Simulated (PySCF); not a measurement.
**SNH2: structure of the doublet**

Aim: relax SNH2 as a doublet from a trigonal pyramidal start, check by its vibrations whether the end is a minimum, and collect its spectrum and constants.

The runs use PySCF 2.14.0; PBE0, basis S def2-TZVP, N def2-TZVP, H def2-TZVP, no relativity, density fitting.

## Step 1: The starting structure

4 atoms, charge 0, spin multiplicity 2.

Bond lengths: S1–N2 1.540 Å, S1–H3 1.350 Å, S1–H4 1.350 Å. Angles: N2–S1–H3 99.8°, N2–S1–H4 99.8°, H3–S1–H4 99.8°.

Z-matrix (Å, degrees; charge 0 multiplicity 2):
```
S
N  1 1.5400
H  1 1.3500 2 99.75
H  1 1.3500 2 99.75 3 -101.77
```

## Step 2: Finding the electronic state

The steps below are one call of a driver around PySCF. For each, scf.py gives the equivalent set-up of the SCF; relaxations use the driver's own optimiser. After this first run the driver tries any further starts and a stability analysis.

Contents of scf.py:

```python
from pyscf import gto, scf, dft
mol = gto.M(atom='''
S     -0.000000    -0.441170    -0.000000
N      0.123070     1.093950     0.000000
H     -0.855010    -0.602050    -1.032300
H     -0.855010    -0.602040     1.032300''',
    basis={'S': 'def2-TZVP', 'N': 'def2-TZVP', 'H': 'def2-TZVP'},
    charge=0, spin=1)
mf = dft.UKS(mol, xc='PBE0')
mf.grids.atom_grid = (50, 194)
aux = {'S': 'def2-universal-JKFIT', 'N': 'def2-universal-JKFIT', 'H': 'def2-universal-JKFIT'}
mf = mf.density_fit(auxbasis=aux)
mf.conv_tol = 1e-08
mf.diis_space = 10
mf.max_cycle = 60
mf.init_guess = 'minao'
mf.verbose = 4
mf.kernel()
```

Run with:

```console
> OMP_NUM_THREADS=2 python axn.py task.json out
```

Log:

```text
init E= -454.073066977624
[... the frontier-level lines of each cycle are left out ...]
cycle= 1 E= -453.733706743556  delta_E= 0.339  |g|= 0.383  |ddm|= 1.18
cycle= 2 E= -453.348878949668  delta_E= 0.385  |g|= 0.93  |ddm|= 1.44
cycle= 3 E= -453.821176423645  delta_E= -0.472  |g|= 0.0304  |ddm|= 1.11
cycle= 4 E= -453.822304498175  delta_E= -0.00113  |g|= 0.0151  |ddm|= 0.0552
cycle= 5 E= -453.822476309482  delta_E= -0.000172  |g|= 0.00479  |ddm|= 0.0169
cycle= 6 E= -453.822507532263  delta_E= -3.12e-05  |g|= 0.00115  |ddm|= 0.00929
cycle= 7 E= -453.822509953291  delta_E= -2.42e-06  |g|= 0.000514  |ddm|= 0.00285
cycle= 8 E= -453.822510470439  delta_E= -5.17e-07  |g|= 0.000254  |ddm|= 0.00157
cycle= 9 E= -453.822510565088  delta_E= -9.46e-08  |g|= 9.26e-05  |ddm|= 0.000708
cycle= 10 E= -453.8225105776  delta_E= -1.25e-08  |g|= 2.19e-05  |ddm|= 0.000285
cycle= 11 E= -453.822510578181  delta_E= -5.81e-10  |g|= 5.33e-06  |ddm|= 6.19e-05
Extra cycle  E= -453.822510578179  delta_E= 1.31e-12  |g|= 6.96e-06  |ddm|= 1.19e-05
converged SCF energy = -453.822510578179  <S^2> = 0.7556686  2S+1 = 2.0056606
```

This step, with its further starts and checks, ran for 3.7 s (2 threads of Arm Neoverse V1, shared host).

The test of internal stability found no lower solution of this spin.

## Step 3: Relaxation: trigonal pyramidal start, doublet

The program finds Cs symmetry in the start, which this walk keeps. Threshold on the gradient: 0.0003 Eh/bohr, with a further test on the energy change.

scf.py, as its differences from that of step 2:

```diff
@@ -3,4 +3,4 @@
-S     -0.000000    -0.441170    -0.000000
-N      0.123070     1.093950     0.000000
-H     -0.855010    -0.602050    -1.032300
-H     -0.855010    -0.602040     1.032300''',
+S      0.000001    -0.441171     0.000001
+N      0.123071     1.093949    -0.000003
+H     -0.855008    -0.602048    -1.032299
+H     -0.855010    -0.602043     1.032301''',
@@ -16 +15,0 @@
-mf.init_guess = 'minao'
```

Steps of the walk:

```csv
step,energy (Eh),change (kJ/mol),largest symmetric gradient (Eh/bohr)
0,-453.822511,0.00,0.02638
1,-453.836866,-37.69,0.02244
2,-453.837788,-40.11,0.00547
3,-453.837886,-40.37,0.00105
4,-453.837895,-40.39,0.00040
5,-453.837895,-40.39,0.00003
```

The walk took 7.2 s.

Geometry (Å) and forces (eV/Å) at some steps:

```
step 0
S    0.000  -0.441   0.000   0.083   1.067   0.000
N    0.123   1.094   0.000   1.313   1.356   0.000
H   -0.855  -0.602  -1.032  -0.698  -1.212  -0.082
H   -0.855  -0.602   1.032  -0.698  -1.212   0.082
step 1
S   -0.018  -0.346   0.000  -0.114   1.154   0.000
N    0.236   1.203   0.000   0.067  -0.820   0.000
H   -0.902  -0.704  -0.999   0.024  -0.167   0.118
H   -0.902  -0.704   0.999   0.024  -0.167  -0.118
step 3
S   -0.037  -0.308   0.000  -0.024  -0.013   0.000
N    0.257   1.203   0.000  -0.010  -0.016   0.000
H   -0.904  -0.723  -0.995   0.017   0.014   0.054
H   -0.904  -0.723   0.995   0.017   0.014  -0.054
step 5
S   -0.036  -0.309   0.000  -0.002   0.001   0.000
N    0.256   1.203   0.000   0.001   0.000   0.000
H   -0.904  -0.723  -0.991   0.001   0.000   0.001
H   -0.904  -0.723   0.991   0.001   0.000  -0.001
```

After 5 steps and 40.4 kJ/mol it ends at Cs: S–H 1.381 Å (×2), S–N 1.539 Å; H–S–H 91.7°, H–S–N 114.4° (×2).

## Step 4: Is it a minimum? Harmonic modes

On the finer grid the gradient is checked again; gradients at displacements of ±0.02 bohr then give force constants and infrared intensities.

scf.py, as its differences from that of step 3:

```diff
@@ -3,4 +3,4 @@
-S      0.000001    -0.441171     0.000001
-N      0.123071     1.093949    -0.000003
-H     -0.855008    -0.602048    -1.032299
-H     -0.855010    -0.602043     1.032301''',
+S     -0.048773    -0.423592     0.000001
+N      0.243329     1.087720    -0.000003
+H     -0.916808    -0.837603    -0.990847
+H     -0.916810    -0.837598     0.990850''',
@@ -10 +10 @@
-mf.grids.atom_grid = (50, 194)
+mf.grids.atom_grid = (75, 302)
@@ -13 +13 @@
-mf.conv_tol = 1e-08
+mf.conv_tol = 1e-10
```

This SCF starts from the last density.

Log of the central SCF (cycles and frontier levels):

```text
init E= -453.837909214634
[... the frontier-level lines of each cycle are left out ...]
cycle= 1 E= -453.837909214633  delta_E= 1.76e-12  |g|= 1.64e-06  |ddm|= 2.19e-06
Extra cycle  E= -453.83790921463  delta_E= 2.96e-12  |g|= 3.33e-06  |ddm|= 3.92e-06
converged SCF energy = -453.83790921463  <S^2> = 0.75700492  2S+1 = 2.0069927
```

The whole step took 38 s.

Geometry: Cs; S–H 1.381 Å (×2), S–N 1.539 Å; H–S–H 91.7°, H–S–N 114.4° (×2).

Modes, for the most abundant isotopes:

```csv
symmetry,ω (cm⁻¹),IR (km/mol)
a',807,0.3
a'',835,7.7
a',1013,12.9
a',1319,38.4
a'',2333,120
a',2369,97.4
```

Every mode is real; the point is a minimum.

Constants and moments:

- Dipole moment: 3.72 D
- Highest occupied level: -6.86 eV
- Lowest empty level: -2.52 eV
- Rotational constants: 5.555, 0.6405, 0.6188 cm⁻¹
- Zero-point energy: 51.9 kJ/mol
- Principal polarisabilities: 19.3, 25.7, 37.9 bohr³
- Atomisation energy without zero-point energy: 835 kJ/mol
- Principal traceless quadrupole moments about the centre of mass: -3.45, 1.56, 1.89 D Å
- Entropy at 298.15 K and 1 bar (electronic part: spin only): 245.4 J/(mol K)
- Heat capacity Cp at 298.15 K: 40.5 J/(mol K)
- Enthalpy at 298.15 K above 0 K: 10.42 kJ/mol
- Rotational symmetry number: 1
- Spin squared ⟨S²⟩: 0.757

Populations by atom (charges in e):

```tsv
atom	Mulliken	Löwdin	polar tensor	spin (Mulliken)	Mayer order to S1
S1	0.16	0.47	0.53	0.07	–
N2	-0.42	-0.51	-0.35	0.85	1.79
H3,4	0.13	0.02	-0.09	0.04	0.84
```

Outer orbital energies (eV). α occupied: -164.01, -25.78, -19.35, -13.81, -12.17, -10.29, -7.33, -7.27; empty: 0.10, 0.51, 0.55, 4.92. β occupied: -164.10, -163.98, -25.10, -18.57, -13.70, -11.18, -9.60, -6.86; empty: -2.52, 0.38, 0.71, 0.77.

Mulliken populations on S1: s 5.69, p 9.68, d 0.44, f 0.02.

## Step 5: What came out

```
                                          quantity                                                             value
                                           minimum                                                       doublet, Cs
                                          geometry     S–H 1.381 Å (×2), S–N 1.539 Å; H–S–H 91.7°, H–S–N 114.4° (×2)
                                wavenumbers (cm⁻¹)  807 (a'), 835 (a''), 1013 (a'), 1319 (a'), 2333 (a''), 2369 (a')
                                     dipole moment                                                            3.72 D
highest occupied, lowest empty level (either spin)                                                   -6.86, -2.52 eV
                         polar-tensor charge of S1                                                           +0.53 e
                                 zero-point energy                                                       51.9 kJ/mol
                               entropy at 298.15 K                                                   245.4 J/(mol K)
         atomisation energy (no zero-point energy)                                                        835 kJ/mol
                                              ⟨S²⟩                                                             0.757
```

In words: The molecule stays Cs, as typed, and the end point is a minimum. In the infrared the band at 2333 cm⁻¹ (a'', stretch) leads. Most of the spin sits on N2 (Mulliken spin 0.85, against 1 for the whole molecule). Other starts or spin states, not run here, may lie lower.

The search up to here took 49 s.
